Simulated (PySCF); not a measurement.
**Working out the electron affinity of Si**

Si⁻ [Ne] 3s2 3p3 (4S) → Si [Ne] 3s2 3p2 (3P). Computed with PySCF 2.14 in aug-cc-pVQZ-DK (7s6p4d3f2g, 84 functions), with the spin-free X2C one-electron Hamiltonian (Gaussian nucleus). Frozen: [Ne]. Energies in hartree (1 hartree = 27.21139 eV):

```csv
part,Si⁻ (lower),Si (upper)
UHF,-289.492118,-289.461192
MP2 opposite-spin,-0.057821,-0.049795
MP2 same-spin,-0.022773,-0.010259
```

What does Hartree-Fock give?

(-289.461192) − (-289.492118) = 0.030926 hartree = 0.842 eV.

What do MP2 and SCS-MP2 (6/5 opposite-spin, 1/3 same-spin) give?

The opposite-spin parts differ by 0.218 eV and the same-spin parts by 0.341 eV. MP2: 0.842 + (0.218) + (0.341) = 1.401 eV. SCS-MP2: 0.842 + 1.2 × (0.218) + (0.341)/3 = 1.217 eV.

A first-order spin-orbit estimate adds -0.016 eV to MP2 (valence), giving 1.385 eV against 1.390 eV (measured; photodetachment measurements, as compiled on the Wikipedia data page of electron affinities).

What remains against the reference includes basis incompleteness, the frozen core and correlation beyond second order.
